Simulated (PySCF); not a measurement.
From computed data to an observable: oscillator strength and radiative lifetime

hydrazine (H4N2), SMILES NN.

Geometry: B3LYP-D3(BJ)/def2-TZVP.

PySCF with TDDFT-M06-2X/def2-TZVPD puts the first singlet state with f over 0.02 at 7.31 eV (vertical), with the transition dipole (-0.249, -0.372, 0.000) in atomic units.

Question: Find the oscillator strength, the wavelength and the radiative lifetime that this transition would have in vacuum if emission retraced absorption.

Answer: 
|μ|² = 0.2004 au, so |μ| = 1.14 D. ΔE = 7.31/27.211 = 0.2686 hartree. f = (2/3) ΔE |μ|² = 0.036 (the program prints 0.036).
λ = 1239.84/7.31 = 170 nm; ν = 58959 cm⁻¹.
Einstein's coefficient A = 0.6670 ν² f s⁻¹ (ν in cm⁻¹) = 8.3e7 s⁻¹, so τ = 1/A = 12 ns. This state is S3; the lower singlets have f = 0.017, 0.019. The figure is the radiative limit of this one transition; relaxation, internal conversion, crossing to triplets and a medium change what is measured.
